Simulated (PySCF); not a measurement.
# Worked example: entropy of an ideal gas

hydrogen fluoride (FH), SMILES F.

Coordinates come from a B3LYP-D3(BJ)/def2-TZVPD optimisation.

PySCF 2.14.0 with B3LYP-D3(BJ)/def2-TZVPD gives the harmonic wavenumbers 4068 cm⁻¹ and the rotational temperature 29.5874 K. The molar mass is 20.01 g/mol, the symmetry number 1, the spin multiplicity 1.

Task: Work out the entropy at 298.15 K and 1 atm in the rigid-rotor, harmonic-oscillator model.

Result: 
Translation (Sackur–Tetrode at 1 atm): S = R[1.5 ln M + 2.5 ln T − 1.16487] = 146.1 J/(mol K).
Rotation: q = T/(σ θ) = 10.1, S = R[ln q + 1] = 27.5 J/(mol K).
Vibration: with u = 1.4388 ν/T, each mode gives R[u/(e^u − 1) − ln(1 − e^−u)]; all modes are too stiff to count. Sum 0.0 J/(mol K).
Spin: R ln 1 = 0.0 J/(mol K).
Total 173.6 J/(mol K); the program's own thermochemistry gives 173.6. Translation makes up 84 % and vibration 0 %. Anharmonicity, hindered rotation and orbital degeneracy are left out.
